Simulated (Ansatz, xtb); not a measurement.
## Ranking isomers of C4H6O

3 gas-phase structures of C4H6O, from a drawn sample of its isomers (lower ones may exist). Each was relaxed with GFN2-xTB:

A. `C=C/C=C\O`, a singlet
B. `C=CC(=C)O`, a singlet
C. `C=C/C=C/O`, a singlet

Problem. Make a reasoned guess at their ranking by r2SCAN-D4/def2-SVP single-point energy.

Solution. Calculated order at r2SCAN-D4/def2-SVP: B (0.000), C (0.031), A (0.052) eV. Less than 1 kcal/mol parts B and C; C and A, so the order within those pairs means little.

Energies above the lowest of each column, in eV; the last columns are at PBE0-D3(BJ)/def2-SVP geometries:

```tsv
structure	GFN2-xTB	HF/STO-3G	r2SCAN-D4/def2-SVP	PBE0-D3(BJ)/def2-SVP	CCSD(T)/def2-SVP + ΔMP2/def2-TZVPP
B	0.078	0.007	0.000	0.000	0.000
C	0.000	0.000	0.031	0.026	0.080
A	0.051	0.058	0.052	0.047	0.094
```

CCSD(T)/def2-SVP + ΔMP2/def2-TZVPP puts B lowest; GFN2-xTB picks C. Flexible structures stand in one conformer each, not always the lowest. ΔMP2 is the change of the MP2 energy from the smaller to the larger basis.

Programs: Ansatz 0.2.0, xtb 6.7.1.
